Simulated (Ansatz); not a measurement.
# C2H3F3: the cost of one run

Program: Ansatz 0.2.0. Level of theory: the levels named in each step. These are calculated values, not measurements.

## Step 1: The starting structure

Bond lengths: C1–C2 1.507 Å, C2–F3 1.342 Å, C2–F4 1.341 Å, C2–F5 1.343 Å, C1–H6 1.094 Å, C1–H7 1.099 Å, C1–H8 1.067 Å. Angles: C1–C2–F3 112.6°, C1–C2–F4 111.7°, C1–C2–F5 112.7°, F3–C2–F4 106.5°, F3–C2–F5 106.4°, F4–C2–F5 106.5°, C2–C1–H6 108.6°, C2–C1–H7 108.4°, C2–C1–H8 110.2°, H6–C1–H7 111.4°, H6–C1–H8 108.7°, H7–C1–H8 109.6°.

As a file:

```xyz
8

C     1.5430   -0.2922    0.0423
C     0.0625   -0.0113    0.0015
F    -0.5842   -0.7761   -0.8924
F    -0.1913    1.2620   -0.3327
F    -0.5373   -0.2216    1.1841
H     1.6922   -1.3428    0.3099
H     2.0022    0.3785    0.7814
H     1.9769   -0.1186   -0.9167
```

## Step 2: A rough first relaxation, PBE-D4/def2-SVP

input.yaml reads:

```yaml
crystal:
  periodic: [false, false, false]
  atoms:
    - { symbol: C, position_ang: [1.54301, -0.29217, 0.04225] }
    - { symbol: C, position_ang: [0.06251, -0.01128, 0.00151] }
    - { symbol: F, position_ang: [-0.58417, -0.77614, -0.89237] }
    - { symbol: F, position_ang: [-0.1913, 1.26201, -0.33273] }
    - { symbol: F, position_ang: [-0.53731, -0.22157, 1.18413] }
    - { symbol: H, position_ang: [1.69217, -1.34284, 0.30989] }
    - { symbol: H, position_ang: [2.00223, 0.37847, 0.78136] }
    - { symbol: H, position_ang: [1.97692, -0.11859, -0.91674] }
basis:
  gaussian: { orbitals: def2-SVP }
hamiltonian:
  xc: pbe
  dispersion: d4
relax:
  f_tol: 0.03
  max_steps: 200
```

Started as:

```
$ ansatz run input.yaml --threads 2 --pin off --max-ram 5120MiB --backend cpu --events-out ev --progress --plain --runs-dir out
```

Q: Estimate wall time and peak memory on 2 threads of Arm Neoverse V2, shared host.

About 5.8 s, with a peak of 0.11 GiB.
